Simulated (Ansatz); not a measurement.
**GaGeCl⁺, doublet: the ladder up to UCCSDT(Q)**

Geometry: that of the GaGeCl, singlet, kept fixed.

```xyz
3

Cl    0.0000   -1.5772    0.4089
Ge    0.0000    0.5488    1.2292
Ga    0.0000    0.2303   -1.4886
```

Basis cc-pVDZ; Ansatz 0.2.0. Only valence electrons are correlated (noble-gas cores and the filled d shells of p-block atoms frozen), which leaves 13 electrons in 39 orbitals. R marks a restricted (for open shells ROHF) determinant, U an unrestricted one. No spin–orbit coupling is included, and no scalar relativity.

Full CI isn't at hand for all of this; UCCSDT(Q) serves as the reference, and is uncertain by the last step of the cluster series or more. The frozen core follows each run's orbitals, which can shift R against U totals by a few meV for light atoms and by up to 0.1 eV past Ca.

The UHF ⟨S²⟩ is 0.808 and the T1 diagnostic (RCCSD) is 0.0256. The largest doubles amplitude (RCCSD) is 0.062 and the T1 diagnostic (UCCSD) is 0.0237.

```
   level  E − E(UCCSDT(Q)) (kJ/mol)  wall time
     UHF                      711.2          –
    UMP2                      120.0          –
   UCCSD                       27.6          –
UCCSD(T)                        5.2       22 s
  UCCSDT                        2.0          –
```

Run but not shown, since their state, orbitals or frozen core can't be matched to the reference's or they repeat it: RHF, RMP2, RCCSD, RCCSD(T), BCCD(T), RCCSDT, RCCSDT(Q).

Times hold each run's SCF and search for its determinant on a shared host, so for small cases they say little of a method's own cost; they ran on 1 thread of INTEL XEON PLATINUM 8581C.
